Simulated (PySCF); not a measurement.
Compound: CH (charge +1 and singlet state).
Geometry (PBE0-D3(BJ)/def2-SVP, Å), atoms numbered from 1 in this order:
```xyz
2
CH angstrom
C      0.5723    0.0384    0.0347
H     -0.5695   -0.0371   -0.0489
```

Computed with PBE0-D3(BJ)/def2-SVP geometry optimisation, gas phase (PySCF).

Masses are those of the commonest isotopes; rigid-rotor values at the optimised geometry. 

Task: What are the moment of inertia and the rotational constant?

Result: I = 1.224 u·Å², B = 505379 MHz·u·Å²/I = 412917 MHz (13.7734 cm⁻¹, or 19.817 K as hB/k). For two atoms I = μr² with μ = 0.9297 u and r = 1.1474 Å.

Task: List the first levels of a rigid rotor in a Σ state.

Result: E(J) = BJ(J+1): J = 1: 27.547, J = 2: 82.641, J = 3: 165.281, J = 4: 275.468, J = 5: 413.203, J = 6: 578.484 cm⁻¹.

Task: Where do the first rotational lines fall?

Result: The dipole is 1.89 D (about the centre of mass, as the species is charged); J+1 ← J lies at 2B(J+1): 1 ← 0 at 825.83 GHz, 2 ← 1 at 1651.67 GHz, 3 ← 2 at 2477.50 GHz, 4 ← 3 at 3303.33 GHz, 5 ← 4 at 4129.17 GHz, 6 ← 5 at 4955.00 GHz.

Task: Estimate the classical rotational partition function at 298.15 K and 500 K.

Result: Point group C∞v, symmetry number σ = 1; q = kT/(σhB), k/h = 20836.6 MHz/K: 15.0 at 298.15 K, 25.2 at 500 K.

No frequency check. These are rigid-rotor constants of the computed structure; measured ground-state constants (B0) also hold zero-point vibration.
